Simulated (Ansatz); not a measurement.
A nudged elastic band was laid between two geometries of ClH + H4OSi (8 atoms, charge 0, multiplicity 1).

These are results of RKS B3LYP/def2-SVP (Ansatz), not measurements.

| Property | Result |
| --- | --- |
| movable images | 5 |
| climbing image | yes |
| spring | 5.0 eV/Å² |
| optimiser | quadratic models (default) |
| start path | straight line |
| force threshold | 0.05 eV/Å |
| iteration limit | 60 |
| end points | relaxed |

Image 0:

```xyz
8
Properties=species:S:1:pos:R:3
Si -0.246 0.249 -0.112
O -0.043 -0.189 1.508
H -0.834 -0.236 2.061
H 1.122 0.295 -0.681
H -0.898 1.589 -0.202
H -1.088 -0.744 -0.840
Cl 1.892 -2.628 1.957
H 1.129 -1.567 1.883
```

Image 6:

```xyz
8
Properties=species:S:1:pos:R:3
Si 0.901 -0.309 -0.220
O -1.375 -0.085 1.914
H -1.841 -0.924 1.791
H 2.001 -0.400 -1.219
H 0.577 1.112 0.043
H -0.264 -1.084 -0.711
Cl 1.641 -1.200 1.531
H -0.605 -0.340 2.445
```

Task: What changes between the two ends?

Result: Bonds broken: Si1–O2, Cl7–H8. Bonds formed: Si1–Cl7, O2–H8. ClH + H4OSi becomes ClH3Si + H2O.

Task: Give the energies along the band, and the barrier.

Result: The run converged. The highest image is number 3 of 0 to 6, 0.96 eV above the first end and 0.93 eV above the last; the last end lies 0.02 eV above the first. Another band between the same ends (5 images) ends at a top of the same energy, where a vibrational analysis finds 1 clearly imaginary mode. The orbitals stay closed-shell, which can raise the energy where a bond breaks towards radicals; this wasn't checked here.

```
image  path coordinate (Å)  energy (eV)  Si1–O2 (Å)  Cl7–H8 (Å)  Si1–Cl7 (Å)
    0                 0.00         0.00        1.69        1.31         4.14
    1                 0.77         0.01        1.69        1.31         3.72
    2                 1.54         0.34        1.73        1.37         2.99
    3                 2.31         0.96        1.91        1.92         2.48
    4                 3.96         0.18        3.13        2.31         2.11
    5                 5.60         0.11        3.60        2.56         2.10
    6                 7.25         0.02        3.13        2.57         2.10
```

Task: What is the geometry of the highest image?

Result: 
```xyz
8
Properties=species:S:1:pos:R:3
Si 0.285 -0.247 -0.042
O -0.245 -0.042 1.777
H -1.172 0.156 1.993
H 1.632 0.274 -0.360
H -0.624 0.928 -0.332
H -0.319 -1.310 -0.883
Cl 1.340 -2.084 1.255
H 0.137 -0.904 2.168
```

The run took 3.9 min on 1 thread of Arm Neoverse V2, on a shared host, peak memory 0.16 GiB.
